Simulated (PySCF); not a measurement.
Spin-rotation constants: `C[C@@H]1CC[C@H]1S`, C$_{5}$H$_{10}$S

Molfile (atoms numbered from 1):
```
C5H10S
     RDKit          3D

 16 16  0  0  0  0  0  0  0  0999 V2000
   -1.6386   -1.0689    0.1393 C   0  0  0  0  0  0  0  0  0  0  0  0
   -0.1869   -0.7057   -0.0998 C   0  0  2  0  0  0  0  0  0  0  0  0
    0.6862   -0.3938    1.1315 C   0  0  0  0  0  0  0  0  0  0  0  0
    1.2168    0.8608    0.4213 C   0  0  0  0  0  0  0  0  0  0  0  0
    0.0955    0.7142   -0.6150 C   0  0  1  0  0  0  0  0  0  0  0  0
    0.5642    0.8141   -2.3784 S   0  0  0  0  0  0  0  0  0  0  0  0
   -2.1191   -0.3258    0.7729 H   0  0  0  0  0  0  0  0  0  0  0  0
   -2.1751   -1.1182   -0.8059 H   0  0  0  0  0  0  0  0  0  0  0  0
   -1.7100   -2.0382    0.6278 H   0  0  0  0  0  0  0  0  0  0  0  0
    0.2829   -1.4508   -0.7447 H   0  0  0  0  0  0  0  0  0  0  0  0
    1.4263   -1.1444    1.3972 H   0  0  0  0  0  0  0  0  0  0  0  0
    0.0873   -0.1561    2.0082 H   0  0  0  0  0  0  0  0  0  0  0  0
    2.2022    0.7104   -0.0148 H   0  0  0  0  0  0  0  0  0  0  0  0
    1.2165    1.7861    0.9945 H   0  0  0  0  0  0  0  0  0  0  0  0
   -0.7384    1.3979   -0.4577 H   0  0  0  0  0  0  0  0  0  0  0  0
    0.7826    2.1273   -2.3878 H   0  0  0  0  0  0  0  0  0  0  0  0
  1  2  1  0
  2  3  1  0
  3  4  1  0
  4  5  1  0
  5  6  1  0
  5  2  1  0
  1  7  1  0
  1  8  1  0
  1  9  1  0
  2 10  1  6
  3 11  1  0
  3 12  1  0
  4 13  1  0
  4 14  1  0
  5 15  1  1
  6 16  1  0
M  END
```

Method: GIAO HF/pcSseg-1 magnetisability, rotational g tensor and spin-rotation constants, non-relativistic, gas phase in PySCF 2.14.0. Geometry: GFN2-xTB.

Problem. Give the nuclear spin-rotation constants along the inertial axes (H = +C I·J) beside the isotropic shieldings.

Solution. Rotational constants 4.3176, 2.1248, 1.5754 GHz. A star marks the isotopologue with that one atom substituted, in its own axes.
| atom | isotope | Caa (kHz) | Cbb (kHz) | Ccc (kHz) | mean (kHz) | σ (ppm) |
| --- | --- | --- | --- | --- | --- | --- |
| H7 | 1H | -0.447 | -0.228 | 0.005 | -0.223 | 31.2 |
| H8 | 1H | -0.296 | -0.034 | -0.180 | -0.170 | 30.8 |
| H9 | 1H | -0.094 | -0.226 | -0.117 | -0.146 | 30.9 |
| H10 | 1H | -0.440 | -0.232 | 0.033 | -0.213 | 30.3 |
| H11 | 1H | -0.421 | -0.188 | 0.001 | -0.203 | 30.1 |
| H12 | 1H | -0.129 | -0.244 | -0.085 | -0.152 | 30.7 |
| H13 | 1H | -0.321 | -0.153 | -0.067 | -0.180 | 30.2 |
| H14 | 1H | -0.488 | -0.123 | -0.023 | -0.211 | 30.0 |
| H15 | 1H | -0.506 | -0.213 | 0.060 | -0.220 | 29.4 |
| H16 | 1H | -0.395 | -0.167 | -0.078 | -0.213 | 30.3 |
| C1 | 13C* | 0.616 | 0.274 | 0.218 | 0.369 | 170.9 |
| C2 | 13C* | 0.573 | 0.374 | 0.244 | 0.397 | 160.1 |
| C3 | 13C* | 0.694 | 0.240 | 0.228 | 0.387 | 169.6 |
| C4 | 13C* | 0.573 | 0.332 | 0.247 | 0.384 | 163.5 |
| C5 | 13C* | 0.728 | 0.317 | 0.256 | 0.434 | 156.2 |
| S6 | 33S* | 0.461 | 0.531 | 0.433 | 0.475 | 595.8 |

For the geometry as given, no vibrational averaging.

Problem. How do the rotational constants and the g tensor change when H7, H8, H9, H10, H11, H12, H13, H14, H15, H16 are replaced by deuterium?

Solution. Constants 3.3605, 1.8271, 1.3537 GHz; g 0.0003, -0.0021, -0.0098, against 0.0009, -0.0025, -0.0113 before.
